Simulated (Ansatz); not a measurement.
in.yaml

```yaml
crystal:
  periodic: [false, false, false]
  atoms:
    - {symbol: Si, position_ang: [0.000000, -0.135595, 1.128508]}
    - {symbol: Si, position_ang: [0.000000, 0.135595, -1.128508]}
    - {symbol: H, position_ang: [0.000000, 1.273421, 1.682307]}
    - {symbol: H, position_ang: [0.000000, -1.273421, -1.682307]}
basis:
  gaussian: {orbitals: 6-31G}
magnetization: {spin_polarized: false, initial_magnetization: 4}
correlation: {method: ccsdtq, electrons: outside_noble_gas}
```

```sh
$ ansatz run in.yaml --threads 2 --pin off --events-out ev --progress --plain --max-ram 24576MiB --backend cuda --devices 0, --max-vram 18GiB
```

(1) Roughly how long does this take on 2 threads of AMD EPYC 7R13 with a shared H100 80 GB, shared host, and how much host memory?

```
626 factors; integrals over basis functions are off by at most 1.1e-7 eV
mean field evaluation 1: about -15748.3809 eV, gradient 8.6e0 eV
mean field evaluation 2: about -15748.3846 eV, gradient 8.6e0 eV
mean field evaluation 4: about -15749.4935 eV, gradient 7.1e-1 eV
mean field evaluation 8: about -15749.5028 eV, gradient 4.9e-4 eV
mean field evaluation 16: about -15749.5028 eV, gradient 3.2e-6 eV
mean field evaluation 32: about -15746.3931 eV, gradient 2.0e-3 eV
mean field -15749.50282821 eV, -578.7835535404 hartree, gradient 3.2e-6 eV, S^2 6.000000; 1 other end points of the search recorded, 0 dependent functions left out
determinant -15749.50282821 eV, -578.7835535404 hartree, with singles and doubles -15751.72788795 eV, -578.8653229776 hartree
determinant -15746.39311998 eV, -578.6692738708 hartree, with singles and doubles -15749.33937293 eV, -578.7775466696 hartree
10 core orbitals not correlated: weight in the atoms' cores, before any rotation towards them, 1.000 or more for the frozen orbitals, at most 0.000 for the correlated occupied ones
reference -15749.50282821 eV, -578.7835535404 hartree; 7, 3 occupied and 13, 17 virtual orbitals, 626 factors
second order -1.52894357 eV of doubles, -0.03412413 eV of singles
cycle   1  -1.98741489 eV  change   -4.2e-1 eV  update   6.3e-2
cycle   2  -2.24596145 eV  change   -2.6e-1 eV  update   3.0e-2
cycle   3  -2.26747921 eV  change   -2.2e-2 eV  update   8.9e-3
cycle   4  -2.27153976 eV  change   -4.1e-3 eV  update   3.6e-3
cycle   5  -2.27246011 eV  change   -9.2e-4 eV  update   1.9e-3
cycle   6  -2.27236920 eV  change    9.1e-5 eV  update   7.1e-4
cycle   7  -2.27261660 eV  change   -2.5e-4 eV  update   3.3e-4
cycle   8  -2.27273498 eV  change   -1.2e-4 eV  update   1.4e-4
cycle   9  -2.27265907 eV  change    7.6e-5 eV  update   6.4e-5
cycle  10  -2.27265300 eV  change    6.1e-6 eV  update   2.8e-5
cycle  11  -2.27265887 eV  change   -5.9e-6 eV  update   1.4e-5
cycle  12  -2.27266495 eV  change   -6.1e-6 eV  update   6.4e-6
cycle  13  -2.27266663 eV  change   -1.7e-6 eV  update   3.0e-6
cycle  14  -2.27266453 eV  change    2.1e-6 eV  update   1.5e-6
cycle  15  -2.27266384 eV  change    6.9e-7 eV  update   6.4e-7
Total energy: -15751.77549205 eV, -578.8670723959 hartree
```

For the same geometry and basis full CI lies 0.0 meV lower.

Results:

(1) 35 s wall and 0.85 GiB.
